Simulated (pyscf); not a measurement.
A first-order saddle from PySCF, ωB97X-D3(BJ)/def2-SVP:

```xyz
8

F     -0.7524     0.9304     1.1968
Si    -1.4497    -0.7766     0.5675
F     -0.8206    -1.7804     1.6575
F     -2.9931    -0.6287     1.0026
Si    -0.1765     0.9757    -0.4901
F      0.4195     2.4570    -0.3022
F      1.1368     0.0903    -0.7413
F     -1.1664     1.1983    -1.7348
```

Surface: singlet, charge 0. Lowest wavenumbers (cm⁻¹): 177i, 44, 75, 150, 175.

Problem. Name the species on either side of this saddle.

Solution. F–Si(F)(F)–Si(F)(F)–F (SMILES F[Si](F)(F)[Si](F)(F)F) <-> F–Si(F)(F)–F (SMILES F[Si](F)(F)F) + F–Si:–F (SMILES F[Si]F) [singlet], a 1,1-elimination read from left to right: F–Si, Si–Si broken and F–Si formed. At ωB97M-D3(BJ)/def2-TZVP it lies +188.8 kJ/mol from the left side and +85.7 kJ/mol from the right (each side as separated species at their lowest minima found). This is the saddle that the search found; another between the same sides may lie lower.
